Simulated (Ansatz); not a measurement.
# BFH4S: the cost of one run

Program: Ansatz 0.2.0. Level of theory: RHF/def2-SVP. These are calculated values, not measurements.

### 1 Starting point

Bond lengths: B1–F2 1.670 Å, B1–H3 1.190 Å, B1–H4 1.190 Å, B1–S5 2.190 Å, S5–H6 1.400 Å, S5–H7 1.401 Å. Angles: F2–B1–H3 120.0°, F2–B1–H4 120.0°, F2–B1–S5 71.6°, H3–B1–H4 120.0°, H3–B1–S5 97.0°, H4–B1–S5 101.2°, B1–S5–H6 109.5°, B1–S5–H7 62.2°, H6–S5–H7 145.3°.

Coordinates:

```xyz
7

B     0.0000    0.0000    0.0000
F     0.0000    0.0000    1.6700
H     1.0305    0.0000   -0.5950
H    -1.0305    0.0000   -0.5950
S     0.0915   -2.0763    0.6906
H    -0.6660   -2.8867   -0.1635
H     0.0470   -1.0665    1.6601
```

### 2 A restrained relaxation towards end A

Springs on the bonds that form and break draw the guess towards this end; the thresholds are loose.

The input, input.yaml:

```yaml
crystal:
  periodic: [false, false, false]
  atoms:
    - { symbol: B, position_ang: [0.0, 0.0, 0.0] }
    - { symbol: F, position_ang: [0.0, 0.0, 1.67] }
    - { symbol: H, position_ang: [1.0305, 0.0, -0.595] }
    - { symbol: H, position_ang: [-1.0305, 0.0, -0.595] }
    - { symbol: S, position_ang: [0.0915, -2.0763, 0.6906] }
    - { symbol: H, position_ang: [-0.666, -2.8867, -0.1635] }
    - { symbol: H, position_ang: [0.047, -1.0665, 1.6601] }
basis:
  gaussian: { orbitals: def2-SVP }
hamiltonian:
  xc: hf
relax:
  f_tol: 0.15
  max_steps: 25
  restrain:
    - { distance: [0, 4], at: 3.09, k: 30.0 }
    - { distance: [6, 1], at: 2.12, k: 30.0 }
    - { distance: [0, 1], at: 1.32, k: 30.0 }
    - { distance: [6, 4], at: 1.4, k: 30.0 }
output:
  orbitals: {}
```

Started as:

```bash
ansatz run input.yaml --threads 1 --pin off --max-ram 2048MiB --backend cpu --events-out ev --progress --plain --runs-dir out
```

**Question.** How long does this run take on 1 thread of Arm Neoverse V2, shared host, and how much memory does it need?

About 7.1 s, with a peak of 0.12 GiB.
